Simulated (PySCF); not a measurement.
**C3H5N3: core ionisation energies**

Species: C3H5N3.
Bonds: C1–N2, N2–N3 (aromatic), N3–C4 (aromatic), C4–C5 (aromatic), C5–N6 (aromatic), N2–N6 (aromatic). Hydrogens: H7, H8, H9 on C1; H10 on C4; H11 on C5.

The calculation used delta-SCF UKS SCAN, pcX-2 on the ionised atom, pcseg-1 elsewhere, spin-free X2C in PySCF 2.14.0. Binding energies are ΔSCF values: E(core-ionised, relaxed orbitals) − E(ground state) at a fixed geometry, referred to the vacuum level.

List the computed XPS lines with their assignment.

```
atom(s)                          environment  level  binding energy (eV)  above the level's lowest (eV)  count
  C4/C5  aromatic CH next to a ring nitrogen   C 1s               291.15                           0.00      2
     C1                      N-methyl carbon   C 1s               292.39                          +1.24      1
  N3/N6               pyridine-type nitrogen   N 1s               405.62                           0.00      2
     N2                pyrrole-type nitrogen   N 1s               407.88                          +2.26      1
```

Lowest listed C 1s: C4/C5, bonded to N (aromatic in the SMILES), C (aromatic in the SMILES) and H. Highest, 1.24 eV above it: C1, bonded to N and 3 H. Summing the Pauling electronegativity differences to the bonded atoms, each weighted by its formal bond order, gives +0.39 for the lowest site and -0.56 for the highest; the largest sum, +0.39, belongs to C4/C5, 1.24 eV below the top. The smallest sum, -0.56, belongs to C1, 1.24 eV above the lowest.

The listed N 1s values span 2.26 eV, from N3/N6 (bonded to N (aromatic in the SMILES) and C (aromatic in the SMILES)) to N2 (bonded to 2 N (aromatic in the SMILES) and C).

Which effective nuclear charge Zeff reproduces each element's mean 1s value in the hydrogen-like formula E = 13.606 eV × Zeff²?

C (Z = 6): mean 291.6 eV, Zeff = 4.63, Z − Zeff = 1.37; N (Z = 7): mean 406.4 eV, Zeff = 5.47, Z − Zeff = 1.53. Means run over the listed sites, weighted by atom count.

Which photon wavelength matches the C 1s of C4/C5 threshold?

λ = hc/E = 12398.42 eV Å / 291.15 eV = 42.584 Å.

One atom of each set of topologically equivalent atoms was ionised and stands for the set; in this conformer not all members are related by symmetry, and their own values weren't computed. Isolated species at its GFN2-xTB geometry, gas phase.

Time: 25 s. Hardware: Arm Neoverse V2, one thread, no GPU (shared host).
